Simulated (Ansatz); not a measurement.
Process, species as SMILES: F[SiH2]F + 2 [H][H] (H2) → 2 F (HF) + [SiH4] (SiH4)
B3LYP-D3(BJ)/def2-TZVP geometries, fixed; electronic energies without zero-point terms.
Largest species:
```
Si
F 1 1.5916
F 1 1.5916 2 107.98
H 1 1.4696 2 108.50 3 -117.41
H 1 1.4696 4 114.67 2 121.46
```
Charge 0, spin multiplicity 1.

Basis-set convergence of the energy of full hydrogenation at PBE0 with Ansatz (a program for electronic structure). All functions are spherical. The program fits the integrals of some runs and decomposes those of others, by size. No added dispersion term, no relativity. Functions are those of the species that has most. Reference: the value in aug-pcseg-3, 52.62 kcal/mol, itself unsure by roughly 0.39 kcal/mol (its mean distance from aug-cc-pV(Q+d)Z, cc-pV(5+d)Z, def2-QZVPPD). Deviations are taken from unrounded values.

```
basis            functions  energy of full hydrogenation (kcal/mol)  minus reference (kcal/mol)
---------------  ---------  ---------------------------------------  --------------------------
6-31G                   35                                    36.44                      -16.17
pcseg-0                 35                                    63.01                       10.39
cc-pV(D+d)Z             61                                    50.49                       -2.13
6-311++G(2d,2p)        109                                    45.40                       -7.22
jun-cc-pV(T+d)Z        154                                    50.16                       -2.46
def2-TZVPPD            162                                    50.66                       -1.96
cc-pV(Q+d)Z            234                                    54.34                        1.72
def2-QZVPPD            274                                    52.15                       -0.47
aug-cc-pV(Q+d)Z        341                                    52.26                       -0.36
```
